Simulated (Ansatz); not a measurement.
A nudged elastic band was laid between two geometries of AlCl₂H (4 atoms, charge 0, multiplicity 1).

Method: Ansatz 0.2.0, RKS BHLYP/def2-SVP.

```
movable images  : 7
climbing image  : yes
spring          : 5.0 eV/Å²
optimiser       : quadratic models (default)
start path      : through a guess of the saddle point
force threshold : 0.05 eV/Å
iteration limit : 60
end points      : relaxed
```

First end point:

```xyz
4
Properties=species:S:1:pos:R:3
Al 0.456 0.000 0.106
Cl 0.736 0.000 2.175
H 1.671 0.000 -0.864
Cl -1.496 0.000 -0.628
```

Last end point:

```xyz
4
Properties=species:S:1:pos:R:3
Al -0.422 0.000 -1.373
Cl 1.488 0.000 1.564
H 2.565 0.000 0.873
Cl -2.264 0.000 -0.275
```

(1) What changes between the two ends?

(2) Give the energies along the band, and the barrier.

(3) What is the geometry of the highest image?

## Answers

(1) Bonds broken: Al1–Cl2, Al1–H3. Bonds formed: Cl2–H3. AlCl2H becomes AlCl + ClH.

(2) The forces met the threshold. The highest image is number 4 of 0 to 8, 77.3 kcal/mol above the first end and 25.0 kcal/mol above the last; the last end lies 52.3 kcal/mol above the first. Neighbouring images differ by up to 1.4 eV, so the band resolves the path poorly. A vibrational analysis at the climbing image gives one clearly imaginary mode, 1237i cm⁻¹: a first-order saddle point. The orbitals stay closed-shell, which can raise the energy where a bond breaks towards radicals; this wasn't checked here.

```json
{"image": "0", "path coordinate (Å)": "0.00", "energy (kcal/mol)": "0.0", "Al1–Cl2 (Å)": "2.09", "Al1–H3 (Å)": "1.55", "Cl2–H3 (Å)": "3.18"}
{"image": "1", "path coordinate (Å)": "0.38", "energy (kcal/mol)": "6.0", "Al1–Cl2 (Å)": "2.08", "Al1–H3 (Å)": "1.54", "Cl2–H3 (Å)": "2.80"}
{"image": "2", "path coordinate (Å)": "0.76", "energy (kcal/mol)": "25.4", "Al1–Cl2 (Å)": "2.12", "Al1–H3 (Å)": "1.54", "Cl2–H3 (Å)": "2.40"}
{"image": "3", "path coordinate (Å)": "1.15", "energy (kcal/mol)": "57.7", "Al1–Cl2 (Å)": "2.27", "Al1–H3 (Å)": "1.56", "Cl2–H3 (Å)": "2.00"}
{"image": "4", "path coordinate (Å)": "1.53", "energy (kcal/mol)": "77.3", "Al1–Cl2 (Å)": "2.49", "Al1–H3 (Å)": "1.69", "Cl2–H3 (Å)": "1.64"}
{"image": "5", "path coordinate (Å)": "1.95", "energy (kcal/mol)": "62.3", "Al1–Cl2 (Å)": "2.81", "Al1–H3 (Å)": "2.09", "Cl2–H3 (Å)": "1.33"}
{"image": "6", "path coordinate (Å)": "2.38", "energy (kcal/mol)": "54.7", "Al1–Cl2 (Å)": "3.24", "Al1–H3 (Å)": "2.63", "Cl2–H3 (Å)": "1.28"}
{"image": "7", "path coordinate (Å)": "2.81", "energy (kcal/mol)": "52.8", "Al1–Cl2 (Å)": "3.42", "Al1–H3 (Å)": "3.18", "Cl2–H3 (Å)": "1.28"}
{"image": "8", "path coordinate (Å)": "3.24", "energy (kcal/mol)": "52.3", "Al1–Cl2 (Å)": "3.50", "Al1–H3 (Å)": "3.74", "Cl2–H3 (Å)": "1.28"}
```

(3) 
```xyz
4
Properties=species:S:1:pos:R:3:forces:R:3
Al 0.281 0.000 -0.593 -0.01 0.00 0.00
Cl 1.141 0.000 1.743 0.00 0.00 -0.01
H 1.763 0.000 0.223 0.01 0.00 0.01
Cl -1.819 0.000 -0.584 0.00 0.00 0.00
```

Run time: 110 s on 1 thread of Arm Neoverse V1, on a shared host, peak memory 0.12 GiB.
